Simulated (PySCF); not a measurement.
Gas-phase reaction: 2 H3SiPH2 ⇌ 2 P + 4 H + Si2H6

Computed with PySCF and rigid-rotor harmonic-oscillator thermochemistry at 1 bar. † marks an energy on the PBE0/def2-TZVP geometry and frequencies. MP2 and CCSD(T) freeze the core. Open shells (unrestricted): P (multiplicity 4), H (multiplicity 2); the rest are closed-shell singlets. MP2 isn't extrapolated to the basis-set limit; its ΔH°(298 K) is 1309.8 kJ in def2-SVP and 1420.5 kJ in def2-TZVPP. CCSD(T) isn't extrapolated to the basis-set limit; its ΔH°(298 K) is 1349.9 kJ in def2-SVP and 1458.5 kJ in def2-TZVPP. The harmonic model lacks anharmonicity and excited electronic states, which grow with temperature; levels with a mode under 35 cm⁻¹ are left out. Internal rotation in H3SiPH2, Si2H6 is treated as a harmonic vibration of one conformer, which makes the entropy rough.

| level | ΔE electronic, kJ | ΔH°(298 K), kJ | ΔS°(298 K), J/K | ΔG°(1800 K), kJ |
|---|---|---|---|---|
| BLYP/def2-TZVP† | 1576 | 1507 | 500 | 542 |
| CCSD(T)/def2-TZVPP† | 1527 | 1458 | 500 | 493 |
| M06-2X/def2-TZVP† | 1591 | 1523 | 500 | 557 |
| MP2/def2-TZVPP† | 1489 | 1420 | 500 | 455 |
| PBE/def2-TZVP† | 1580 | 1512 | 500 | 546 |
| PBE0/def2-QZVP† | 1564 | 1496 | 500 | 530 |
| ωB97M-V/def2-TZVP† | 1614 | 1545 | 500 | 580 |
ΔH° is lowest at MP2/def2-TZVPP† and highest at ωB97M-V/def2-TZVP†. No reference value is set beside these.
